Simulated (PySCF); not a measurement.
Species: Al(NH2Me)H3, CH8AlN.
SMILES: `[H][Al]([H])([H])<-[NH2]C`

The closed-shell ground state was solved at several levels (PySCF, density fitting, gas phase, non-relativistic). Geometry: PBE0-D3(BJ)/def2-SVP; no solvent, vibrations or thermal averaging.

| level | basis functions | total energy (Eh) | HOMO (eV) | LUMO (eV) | gap (eV) | dipole (D) |
| --- | --- | --- | --- | --- | --- | --- |
| PBE0/pcSseg-1 (pcSseg-2 on Al) | 117 | -339.8626 | -7.38 | -0.03 | 7.35 | 5.59 |
| B3LYP/pcSseg-1 (pcSseg-2 on Al) | 117 | -340.1350 | -7.18 | -0.32 | 6.86 | 5.59 |
| PBE/pcSseg-1 (pcSseg-2 on Al) | 117 | -339.8213 | -6.12 | -0.84 | 5.28 | 5.55 |

Task: Estimate the row for wB97X-D/def2-SVPD, a basis of 128 functions; the other rows only guide the guess.

Result: Total energy -339.9285 Eh, HOMO -9.31 eV, LUMO 1.37 eV, gap 10.68 eV, dipole 5.43 D.

Task: Over all these levels, which gives the widest orbital gap and which the narrowest?

Result: wB97X-D/def2-SVPD (range-separated hybrid) has the widest, 10.68 eV, and PBE/pcSseg-1 (pcSseg-2 on Al) (GGA) the narrowest, 5.28 eV. Functional and basis both differ between the two, so the spread mixes both effects.

Task: In the pcSseg-1 (pcSseg-2 on Al) basis, how does the gap go with the fixed share of exact exchange?

Result: PBE (0 %) 5.28 eV; B3LYP (20 %) 6.86 eV; PBE0 (25 %) 7.35 eV. Each rise in the share widens the gap here.

Task: How far do the dipole and the HOMO energy spread over the levels?

Result: The dipole runs from 5.43 to 5.59 D (mean 5.54 D) and the HOMO from -9.31 to -6.12 eV.

The pairwise dispersion term of wB97X-D wasn't added to the energies; at a given geometry it leaves orbitals and properties as they are.
